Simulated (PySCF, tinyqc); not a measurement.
Inside a calculation. Method: RHF in the sto-3g basis, for OH-, spin multiplicity 1. The basis has no diffuse functions, so it cannot describe the extra electron: this is an exercise in the method, not the real anion. The lowest restricted solution is unstable here: a spin-polarised one lies 0.0001 hartree lower (PySCF). One step of it, computed by the program tinyqc.

Question. Orthogonalisation. S = U s U^T; symmetric (Loewdin) form X = U s^(-1/2) U^T, so that X^T S X = 1.

overlap S, lower triangle:
```
           1O 1s     1O 2s    1O 2px    1O 2py    1O 2pz     2H 1s
1O 1s   1.000000
1O 2s   0.236704  1.000000
1O 2px  0.000000  0.000000  1.000000
1O 2py  0.000000  0.000000  0.000000  1.000000
1O 2pz  0.000000  0.000000  0.000000  0.000000  1.000000
2H 1s   0.015999  0.205333  0.000000  0.000000  0.203058  1.000000
```

Give: eigenvalues of S; X.

Answer.

eigenvalues of S: 0.6609  0.8535  1.0000  1.0000  1.1311  1.3545

X, lower triangle:
```
          1O 1s    1O 2s  1O 2px  1O 2py   1O 2pz   2H 1s
1O 1s    1.0222
1O 2s   -0.1249   1.0397
1O 2px   0.0000   0.0000  1.0000
1O 2py   0.0000   0.0000  0.0000  1.0000
1O 2pz  -0.0021   0.0171  0.0000  0.0000   1.0165
2H 1s    0.0115  -0.1109  0.0000  0.0000  -0.1073  1.0336
```
